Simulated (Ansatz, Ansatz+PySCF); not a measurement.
```xyz
2

P     0.0000    0.0000   -0.8699
P     0.0000    0.0000    0.8699
```

RHF-MP2 on singlet P2 was run in several spherical basis sets with Ansatz (development build ahead of 0.2.0). Frozen core: 10 orbitals. Caution for RHF-MP2: no unrestricted run beside it, a lower state can exist.

Problem. Rank the basis sets by the total energy that they give, lowest first, with the distance from the lowest.
A. def2-SVP
B. cc-pVDZ
C. cc-pVTZ
D. 6-31G(d)
E. def2-TZVP

Solution. C (0.00 eV), E (0.36 eV), B (2.24 eV), D (3.63 eV), A (8.18 eV).

Totals follow the description of the cores as much as that of the bonds, so this order isn't one of quality for chemistry.
